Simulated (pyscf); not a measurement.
Structures and frequencies: ωB97X-D3(BJ)/def2-SVP in PySCF.

SMILES: [SH][Ti]([NH2])([NH2])[NH2]
```xyz
12

N     -2.0743    -0.0689     0.1217
Ti    -0.2943    -0.5062     0.4629
N     -0.1516    -1.2336     2.1615
N      0.7090     1.0579     0.3834
S      0.5851    -2.0787    -1.0008
H     -2.8644    -0.2259     0.7422
H     -2.4023     0.2812    -0.7770
H     -0.5714    -2.1359     2.3833
H      0.3914    -0.8890     2.9484
H      1.7133     1.0563     0.2145
H      0.3471     2.0078     0.3921
H      0.0631    -1.4370    -2.0683
```
Charge 0, spin multiplicity 1.

**Question.** How much does it cost (ΔH, 298 K, ωB97M-D3(BJ)/def2-TZVP) to split `[NH2][Ti]([NH2])([NH2])[SH]` at its S–Ti bond into [H₂N–Ti(NH₂)–NH₂]• + SH•?

**Answer.** S–Ti to [H₂N–Ti(NH₂)–NH₂]• + SH•: 73.1 kcal/mol. The 7 functionals that were run give +69.9 (M06-2X) to +81.4 kcal/mol (PBE). The radicals are drawn with the spin at the cut bond; how far it spreads was not checked. Other isomers of [H₂N–Ti(NH₂)–NH₂]• were not searched in full and may lie lower. Left out: the spin-orbit lowering of SH. Open-shell species with a d-block atom are single-reference here; other states, and whether the spin sits on metal or ligand, were not checked.
